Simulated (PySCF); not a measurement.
Bonds broken one at a time in the series HO-X. Isolated molecules, 0 K electronic values unless said otherwise. One relaxed conformer stands for each flexible species; it need not be the lowest. Strings in code marks are SMILES.

All values below come from PBE-D3(BJ)/def2-TZVP // B3LYP-D3(BJ)/def2-TZVP in PySCF. All candidates: neutral, multiplicity 2. 

The dipole moment is 1.46 D and the highest occupied spin orbital is -4.85 eV.

**Question.** Name which member has these values.
A) `[CH]=O`
B) `[CH2]C`
C) `C[Si](C)C`
D) `C[O]`

**Answer.** A, `[CH]=O`. The others give `C[O]`: 2.10 D, -5.93 eV; `[CH2]C`: 0.35 D, -4.55 eV; `C[Si](C)C`: 0.71 D, -4.14 eV
